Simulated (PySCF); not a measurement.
# Electronic absorption of C4H7Cl

Species: C4H7Cl.
InChI=1S/C4H7Cl/c1-2-3-4-5/h3-4H,2H2,1H3/b4-3-

Computed with TDDFT PBE0/def2-SVPD, vertical, gas phase, core orbitals frozen in the response (PySCF). Isolated species at its PBE0-D3(BJ)/def2-SVP geometry (one conformer only). Torsions of this conformer, `[CH3:1][CH2:2]/[CH:3]=[CH:4]\[Cl:5]`: C1–C2–C3–C4 115°.

Problem. List the vertical singlet excitations with oscillator strengths and describe the spectrum.

Solution. 

```json
{"state": "S1", "E (eV)": "6.52", "λ (nm)": "190.0", "ν̃ (cm⁻¹)": "52620", "f": "0.090", "main configurations (H = HOMO, L = LUMO)": "H→L+1 (56%), H→L (34%)"}
{"state": "S2", "E (eV)": "6.70", "λ (nm)": "185.1", "ν̃ (cm⁻¹)": "54010", "f": "0.242", "main configurations (H = HOMO, L = LUMO)": "H→L (58%), H→L+1 (20%), H→L+2 (12%)"}
{"state": "S3", "E (eV)": "6.92", "λ (nm)": "179.1", "ν̃ (cm⁻¹)": "55830", "f": "0.017", "main configurations (H = HOMO, L = LUMO)": "H→L+2 (79%), H→L+1 (15%)"}
{"state": "S4", "E (eV)": "7.19", "λ (nm)": "172.5", "ν̃ (cm⁻¹)": "57960", "f": "0.0005", "main configurations (H = HOMO, L = LUMO)": "H-1→L (98%)"}
{"state": "S5", "E (eV)": "7.58", "λ (nm)": "163.6", "ν̃ (cm⁻¹)": "61120", "f": "0.014", "main configurations (H = HOMO, L = LUMO)": "H→L+3 (62%), H→L+4 (27%)"}
{"state": "S6", "E (eV)": "7.76", "λ (nm)": "159.8", "ν̃ (cm⁻¹)": "62590", "f": "0.015", "main configurations (H = HOMO, L = LUMO)": "H→L+4 (57%), H→L+3 (24%), H→L+5 (15%)"}
{"state": "S7", "E (eV)": "7.99", "λ (nm)": "155.2", "ν̃ (cm⁻¹)": "64420", "f": "0.013", "main configurations (H = HOMO, L = LUMO)": "H→L+5 (83%), H→L+4 (12%)"}
{"state": "S8", "E (eV)": "8.08", "λ (nm)": "153.5", "ν̃ (cm⁻¹)": "65150", "f": "0.013", "main configurations (H = HOMO, L = LUMO)": "H-1→L+1 (66%), H-1→L+2 (26%)"}
{"state": "S9", "E (eV)": "8.17", "λ (nm)": "151.7", "ν̃ (cm⁻¹)": "65900", "f": "0.0013", "main configurations (H = HOMO, L = LUMO)": "H-2→L (75%), H-3→L (20%)"}
{"state": "S10", "E (eV)": "8.43", "λ (nm)": "147.1", "ν̃ (cm⁻¹)": "67970", "f": "0.0009", "main configurations (H = HOMO, L = LUMO)": "H-3→L (70%), H-2→L (21%)"}
```

Triplets (Tamm–Dancoff): T1 4.12 eV, H→L (90%); T2 6.10 eV, H→L+1 (59%), H→L+2 (25%); T3 6.76 eV, H→L+2 (67%), H→L+1 (28%); T4 7.00 eV, H-1→L (94%).

The lowest singlet comes at 190 nm (630 kJ/mol) in the vacuum ultraviolet; it is of moderate strength; its leading configuration is HOMO→LUMO+1 (56%). The strongest level in the table is S2 at 6.70 eV (185 nm, f = 0.242). Löwdin shares by element: HOMO carbon 62% or more, chlorine 29%; LUMO carbon 68% or more, chlorine 10% (atoms not listed hold the other 22%). Orbital energies (eV): HOMO-3 -9.97, HOMO-2 -9.75, HOMO-1 -8.81, HOMO -7.22, LUMO -0.08, LUMO+1 0.72, LUMO+2 1.03. Weighted by f, the mean energy of these states is 6.83 eV. The oscillator strengths of these states sum to 0.408; summed over the whole spectrum of an exact calculation they would give the number of electrons, 48 (Thomas–Reiche–Kuhn). The vertical ionisation energy (ΔSCF) is 9.32 eV, 0.89 eV above S10. Only the lowest 10 singlets were computed, as vertical energies without vibronic structure.
